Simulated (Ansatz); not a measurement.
# AlH6OSi+: a rigid scan of the angle H9–Si3–H7

The task here is to estimate one member of a computed series from the others.

The runs use Ansatz 0.2.0, Gaussian basis; single points in def2-TZVPP.

Levels: PBE-D4, r2SCAN-D4, PBE0-D4, B3LYP-D4, wB97M-V, Hartree-Fock, MP2, CCSD, CCSD(T). The scan takes 88.4, 94.4, 100.4, 106.4, 112.4, 118.4, 124.4, 130.4, 136.4°.

Correlated methods freeze the cores. B3LYP uses VWN-RPA correlation.

157 further runs of the same task are left out: 157 set aside as unsound or not needed.

## The starting structure

The minimum, relaxed at PBE0-D4: SMILES `[OH2+][AlH][SiH3]`, 9 atoms, charge 1, spin multiplicity 1.

Atoms are counted from 1 here; the program's logs count them from 0.

Bond lengths: O1–Al2 1.903 Å, O1–H4 0.968 Å, O1–H5 0.969 Å, Al2–Si3 2.443 Å, Al2–H6 1.566 Å, Si3–H7 1.481 Å, Si3–H8 1.485 Å, Si3–H9 1.482 Å. Angles: Al2–O1–H4 126.5°, Al2–O1–H5 123.7°, H4–O1–H5 109.8°, O1–Al2–Si3 110.3°, O1–Al2–H6 100.1°, Si3–Al2–H6 149.6°, Al2–Si3–H7 107.1°, Al2–Si3–H8 106.6°, Al2–Si3–H9 107.0°, H7–Si3–H8 111.6°, H7–Si3–H9 112.4°, H8–Si3–H9 111.6°.

Coordinates:

```xyz
9

O    -1.2122    0.7736   -1.2044
Al    0.1468    1.0094    0.1067
Si    0.9158   -1.1583    0.9295
H    -1.5676   -0.0695   -1.5199
H    -1.6550    1.5061   -1.6581
H     0.2329    2.5729    0.1355
H     2.3646   -1.2474    0.6328
H     0.1417   -2.1908    0.1945
H     0.6330   -1.1961    2.3834
```

Energies of the minimum (eV), from earlier single points: PBE-D4 -16604.03090, r2SCAN-D4 -16611.65706, PBE0-D4 -16605.58882, B3LYP-D4 -16615.84711, wB97M-V -16612.08215, CCSD(T) -16586.67116.

At the minimum the angle H9–Si3–H7 is 112.4°.

Set-up of the first run:

File pbe-tzvpp/in.yaml:

```yaml
crystal:
  periodic: [false, false, false]
  atoms:
    - {symbol: O, position_ang: [-1.212202, 0.773647, -1.204434]}
    - {symbol: Al, position_ang: [0.146796, 1.009412, 0.106656]}
    - {symbol: Si, position_ang: [0.915845, -1.158309, 0.929546]}
    - {symbol: H, position_ang: [-1.567584, -0.069501, -1.519868]}
    - {symbol: H, position_ang: [-1.655027, 1.506125, -1.658125]}
    - {symbol: H, position_ang: [0.232859, 2.572896, 0.135533]}
    - {symbol: H, position_ang: [2.364568, -1.247386, 0.632805]}
    - {symbol: H, position_ang: [0.141731, -2.190753, 0.194525]}
    - {symbol: H, position_ang: [1.248480, -1.238485, 2.371050]}
basis:
  gaussian: {orbitals: def2-TZVPP}
total_charge: 1
hamiltonian: {xc: pbe, dispersion: d4}
output: {forces: true}
```

r2scan-tzvpp/in.yaml, as changes to pbe-tzvpp/in.yaml:

```diff
-hamiltonian: {xc: pbe, dispersion: d4}
+hamiltonian: {xc: r2scan, dispersion: d4}
```

pbe0-tzvpp/in.yaml:

```diff
-hamiltonian: {xc: pbe, dispersion: d4}
-output: {forces: true}
+hamiltonian: {xc: pbe0, dispersion: d4}
+output: {forces: true, orbitals: {seedname: orbitals}}
```

b3lyp-tzvpp/in.yaml:

```diff
-hamiltonian: {xc: pbe, dispersion: d4}
+hamiltonian: {xc: {name: B3LYP}, dispersion: d4}
```

wb97mv-tzvpp/in.yaml:

```diff
-hamiltonian: {xc: pbe, dispersion: d4}
-output: {forces: true}
+hamiltonian: {xc: {name: wB97M-V}}
```

ccsdt-tzvpp/in.yaml:

```diff
-hamiltonian: {xc: pbe, dispersion: d4}
-output: {forces: true}
+correlation: {method: ccsd_t}
```

Each run has its own folder and the same command.

Started as:

```bash
> ansatz run in.yaml --threads 2 --pin off --events-out ev --progress --plain --max-ram 4352MiB
```

Steps of the session up to this table: H9–Si3–H7 = 88.4°; H9–Si3–H7 = 94.4°; H9–Si3–H7 = 100.4°; H9–Si3–H7 = 106.4°; H9–Si3–H7 = 112.4°; H9–Si3–H7 = 118.4°; H9–Si3–H7 = 124.4°; H9–Si3–H7 = 130.4°; H9–Si3–H7 = 136.4°.

One of the session's tables, all rows but one given; the rest of the session is left out.

Energies less that of the minimum at the same level (eV):

```
      angle (°)  PBE-D4  PBE0-D4  B3LYP-D4  wB97M-V  Hartree-Fock
           88.4   0.310    0.331     0.336    0.340         0.393
           94.4   0.174    0.186     0.188    0.191         0.217
          100.4   0.077    0.082     0.083    0.085         0.094
          106.4   0.019    0.021     0.020    0.022         0.022
          112.4   0.000    0.000     0.000    0.000         0.000
112.4 (minimum)   0.000    0.000     0.000    0.000         0.000
          118.4   0.019    0.020     0.021    0.019         0.027
          124.4   0.076    0.080     0.084    0.079         0.103
          130.4       ?        ?         ?        ?             ?
          136.4   0.303    0.322     0.332    0.321         0.399
```

**Question.** Estimate the row for angle (°) = 130.4.

Worked estimate for «PBE-D4». A straight line through the neighbours (124.4, 0.076) and (136.4, 0.303) gives 0.076 + (0.303 − 0.076) × (130.4 − 124.4) / (136.4 − 124.4) = 0.190; a parabola fitted to 3 rows on both sides gives 0.171.

As computed: PBE-D4: 0.170; PBE0-D4: 0.181; B3LYP-D4: 0.187; wB97M-V: 0.179; Hartree-Fock: 0.227. In «PBE-D4» the line misses by +0.020 and the parabola by +0.001.

Caveats from the session: A polynomial through the near points puts the CCSD(T) minimum 0.1° below the PBE0-D4 value.
